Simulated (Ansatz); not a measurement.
Potential energy surface of Cl4Si, singlet: flattening of a tetrahedron along the D2d path, bond length relaxed. Scanned: the two opposite Cl-Si-Cl angles (109.47 = tetrahedral, 180 = square planar). Other coordinates (Si-Cl bond length) were minimised at B3LYP/def2-TZVP.

The free coordinates were minimised at B3LYP/def2-TZVP in PySCF; the energy column is restricted PBE/def2-TZVP (Ansatz, a program for electronic structure), in kcal/mol.

```
a / °   Si-Cl bond length / Å     E
------  ---------------------  ----
90                      2.058  17.9
95                      2.047   9.2
100                     2.040   3.7
105                     2.037   0.8
109.47                  2.036   0.0
115                     2.037   1.0
120                     2.039   3.5
130                     2.049  11.9
140                     2.062  23.2
150                     2.075  35.4
160                     2.088  46.4
170                     2.098  54.2
180                     2.101  57.0
```
